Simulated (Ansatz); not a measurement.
Ansatz (a quantum-chemistry and plane-wave program) input (B3LYP/def2-TZVPD):

Ansatz 0.2 input:
```yaml
crystal:
  periodic: [false, false, false]
  atoms:
    - {symbol: Li, position_ang: [-0.00000000, -0.00000000, -1.36098014]}
    - {symbol: Li, position_ang: [0.00000000, 0.00000000, 1.36098014]}
basis:
  gaussian:
    orbitals: def2-TZVPD
hamiltonian:
  xc: {name: B3LYP}
total_charge: -1
magnetization: {spin_polarized: true, initial_magnetization: 1}
```

Output:

```
Functional definition: B3LYP
integrals: 0.01 GiB planned
330 factors; their error is unknown
mean field: 0.08 GiB planned
mean field evaluation 1: about -408.9213 eV, gradient 1.0e0 eV
mean field evaluation 2: about -408.9753 eV, gradient 6.3e-1 eV
mean field evaluation 4: about -408.9970 eV, gradient 9.4e-2 eV
mean field evaluation 8: about -408.9983 eV, gradient 1.9e-3 eV
mean field evaluation 16: about -408.2940 eV, gradient 1.1e0 eV
mean field evaluation 32: about -408.4108 eV, gradient 3.6e-1 eV
mean field evaluation 64: about -408.8761 eV, gradient 1.0e0 eV
mean field -408.99834899 eV, -15.0304120963 hartree, gradient 2.4e-5 eV, S^2 0.808454; 13 other end points of the search recorded, 0 dependent functions left out
reference -408.99851386 eV, -15.0304181551 hartree; 4, 3 occupied and 30, 31 virtual orbitals, 330 factors
Total energy: -408.99851386 eV, -15.0304181551 hartree
```

This state (charge -1, doublet) is run at the relaxed geometry of the species with charge 0 and multiplicity 1.
